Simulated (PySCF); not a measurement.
**PO2 (phosphorus dioxide) at 6 levels**

Wanted: a comparison of 6 runs (UHF/STO-3G, UHF/3-21G, UB3LYP/6-31G*, U-wB97M-V/def2-TZVPP, UB2PLYP/def2-TZVPP, USCS-MP2/def2-TZVPP) of PO2 (phosphorus dioxide). 

The calculation is run with PySCF 2.14.0.

1 further run of the same task is left out (set aside as unsound or not needed).

**1. The system as given**

PO2: 3 atoms, total charge 0, spin state doublet. As SMILES, `[O]P=O`. One bond was lengthened or shortened from a relaxed shape.

Bond lengths: O1–P2 1.464 Å, P2–O3 1.903 Å. Angles: O1–P2–O3 123.4°.

**2. A single-point energy at UHF/STO-3G (run 1)**

input.py reads:

```python
from pyscf import gto, scf

mol = gto.Mole()
mol.atom = '''
O        0.188859       1.640421       0.285693
P       -0.546791       0.491141      -0.244107
O        0.072230      -1.303340      -0.105540
'''
mol.charge = 0
mol.max_memory = 1860
mol.basis = 'sto-3g'
mol.spin = 1
mol.verbose = 3
mol.build()

hf = scf.UHF(mol)
hf.conv_tol = 1e-10
hf.kernel()
if not hf.converged:
    hf = hf.newton().run(hf.mo_coeff, hf.mo_occ)

e_tot = hf.e_tot
print('Final energy', e_tot)
```

On the command line:

```bash
OMP_NUM_THREADS=1 python input.py
```

Output:

```text
SCF not converged.
SCF energy = -484.472995885257 after 50 cycles  <S^2> = 0.75767786  2S+1 = 2.0076632
converged SCF energy = -484.480651468626  <S^2> = 1.0072447  2S+1 = 2.2425384
Final energy -484.4806514686262
```

Wall time 0.86 s (1 thread of Arm Neoverse V2, shared host); peak memory 0.12 GiB.

**3. A single-point energy at UHF/3-21G (run 2)**

job.py reads:

```python
from pyscf import gto, scf

mol = gto.Mole()
mol.atom = [
    ('O', (0.188859, 1.640421, 0.285693)),
    ('P', (-0.546791, 0.491141, -0.244107)),
    ('O', (0.072230, -1.303340, -0.105540)),
]
mol.verbose = 4
mol.charge = 0
mol.basis = '3-21g'
mol.max_memory = 1860
mol.spin = 1
mol.build()

mf = scf.UHF(mol)
mf.conv_tol = 1e-10
mf.kernel()
if not mf.converged:
    mf = mf.newton().run(mf.mo_coeff, mf.mo_occ)

e_tot = mf.e_tot
print(f'total energy: {e_tot:.8f} hartree')
```

On the command line:

```bash
OMP_NUM_THREADS=1 python job.py
```

Output:

```text
PySCF version 2.14.0

[INPUT] num. atoms = 3
[INPUT] num. electrons = 31
[INPUT] charge = 0
[INPUT] spin (= nelec alpha-beta = 2S) = 1
[INPUT] symmetry False subgroup None
[INPUT] Mole.unit = angstrom
[INPUT] Symbol           X                Y                Z      unit          X                Y                Z       unit  Magmom
[INPUT]  1 O      0.188859000000   1.640421000000   0.285693000000 AA    0.356891786159   3.099946418985   0.539881525705 Bohr   0.0
[INPUT]  2 P     -0.546791000000   0.491141000000  -0.244107000000 AA   -1.033285237377   0.928121978545  -0.461295375089 Bohr   0.0
[INPUT]  3 O      0.072230000000  -1.303340000000  -0.105540000000 AA    0.136494917977  -2.462955647191  -0.199441695187 Bohr   0.0

[... 168 lines left out ...]
converged SCF energy = -487.797765786333  <S^2> = 0.99131183  2S+1 = 2.2282835
total energy: -487.79776579 hartree
```

Wall time 0.72 s (1 thread of Arm Neoverse V2, shared host); peak memory 0.1 GiB.

Run 3 isn't shown in full; the table further down has it.

**4. The energy at U-wB97M-V/def2-TZVPP (run 4)**

job.py reads:

```python
from pyscf import gto, dft

molecule = gto.Mole()
molecule.atom = [
    ('O', (0.188859, 1.640421, 0.285693)),
    ('P', (-0.546791, 0.491141, -0.244107)),
    ('O', (0.072230, -1.303340, -0.105540)),
]
molecule.basis = 'def2-tzvpp'
molecule.max_memory = 1860
molecule.spin = 1
molecule.verbose = 3
molecule.charge = 0
molecule.build()

calc0 = dft.UKS(molecule, xc='wb97m-v')
calc0.conv_tol = 1e-10
calc0.nlcgrids.level = 1
calc0.grids.level = 5
calc0.kernel()
if not calc0.converged:
    calc0 = calc0.newton().run(calc0.mo_coeff, calc0.mo_occ)

e_final = calc0.e_tot
print('E(%s) = %.9f' % ('WB97M-V', e_final))
```

On the command line:

```bash
OMP_NUM_THREADS=1 python job.py
```

Output:

```text
WARN: HOMO -0.310581078084105 >= LUMO -0.310581078084098

converged SCF energy = -491.754110148205  <S^2> = 0.75924828  2S+1 = 2.009227
E(WB97M-V) = -491.754110148
```

Wall time 1.9 min (1 thread of Arm Neoverse V2, shared host); peak memory 0.58 GiB.

Run 5 isn't shown in full; the table further down has it.

**5. A single-point energy at USCS-MP2/def2-TZVPP (run 6)**

run.py reads:

```python
from pyscf import gto, mp

mol = gto.M(
    atom='''
O      0.356892     3.099946     0.539882
P     -1.033285     0.928122    -0.461295
O      0.136495    -2.462956    -0.199442
''',
    verbose=4,
    spin=1,
    unit='bohr',
    max_memory=1860,
    basis='def2-tzvpp',
    charge=0,
)

myscf = mol.UHF()
myscf.conv_tol = 1e-10
myscf.kernel()
if not myscf.converged:
    myscf = myscf.newton().run(myscf.mo_coeff, myscf.mo_occ)

pt = mp.MP2(myscf, frozen=7).run()
e_tot = myscf.e_tot + 1.2 * pt.e_corr_os + pt.e_corr_ss / 3
print('E = %.10f Eh' % e_tot)
```

On the command line:

```bash
OMP_NUM_THREADS=1 python run.py
```

Output:

```text
PySCF version 2.14.0

[INPUT] num. atoms = 3
[INPUT] num. electrons = 31
[INPUT] charge = 0
[INPUT] spin (= nelec alpha-beta = 2S) = 1
[INPUT] symmetry False subgroup None
[INPUT] Mole.unit = bohr
[INPUT] Symbol           X                Y                Z      unit          X                Y                Z       unit  Magmom
[INPUT]  1 O      0.188859113160   1.640420778283   0.285693250986 AA    0.356892000000   3.099946000000   0.539882000000 Bohr   0.0
[INPUT]  2 P     -0.546790874385   0.491141011353  -0.244106801511 AA   -1.033285000000   0.928122000000  -0.461295000000 Bohr   0.0
[INPUT]  3 O      0.072230043405  -1.303340186699  -0.105540161300 AA    0.136495000000  -2.462956000000  -0.199442000000 Bohr   0.0

[... 168 lines left out ...]
converged SCF energy = -490.485562183244  <S^2> = 0.7775709  2S+1 = 2.0273834
[... 1 line left out ...]
******** <class 'pyscf.mp.ump2.UMP2'> ********
nocc = (np.int64(9), np.int64(8)), nmo = (97, 97)
frozen orbitals 7
E(UMP2) = -491.053118865975  E_corr = -0.567556682730301
E(SCS-UMP2) = -491.040932645543  E_corr = -0.555370462298396
E_corr(same-spin) = -0.145035642666883
E_corr(oppo-spin) = -0.422521040063418
E = -491.0409326455 Eh
```

Run time: 7.2 s. Hardware: 1 thread of Arm Neoverse V2, shared host; peak memory 0.27 GiB.

**6. All runs side by side**

```tsv
run	level	integration grid	nlc grid	energy (Eh)	dipole moment (D) of the reference	HOMO energy (eV)	LUMO energy (eV)	wall time
1	UHF/STO-3G	–	–	-484.480651	0.77	-6.02	5.71	0.86 s
2	UHF/3-21G	–	–	-487.797766	1.37	-10.80	0.52	0.72 s
3	UB3LYP/6-31G* (spherical functions)	5	–	-491.708859	1.44	-8.31	-4.85	11 s
4	U-wB97M-V/def2-TZVPP	5	1	-491.754110	1.69	-11.05	-2.45	1.9 min
5	UB2PLYP/def2-TZVPP	5	–	-491.597184	1.71	-10.01	-2.38	39 s
6	USCS-MP2/def2-TZVPP	–	–	-491.040933	1.81	-11.90	0.27	7.2 s
```

**7. Results**

```
                                                         quantity          value
                                              run 6: total energy  -491.04093 Eh
                      run 6: dipole moment (Hartree–Fock density)         1.81 D
run 6: HOMO energy (Hartree–Fock orbitals) (highest over α and β)      -11.90 eV
 run 6: LUMO energy (Hartree–Fock orbitals) (lowest over α and β)        0.27 eV
               run 6: correlation energy (7 core orbitals frozen)     -555.4 mEh
                         run 6: ⟨S²⟩ of the reference determinant          0.778
```

Over runs 1, 2, 3, 4, 5 the dipole moment (its size) runs from 0.77 D (UHF/STO-3G) to 1.71 D (UB2PLYP/def2-TZVPP). The two ends differ in method and basis. A double hybrid's value is that of its SCF part. Totals of different functionals can't be ranked against each other. In run 1 the basis is minimal, so the values are rough. Spin contamination of the reference: run 1 ⟨S²⟩ = 1.01, run 2 ⟨S²⟩ = 0.99. All runs together took 2.9 min, the longest 1.9 min.
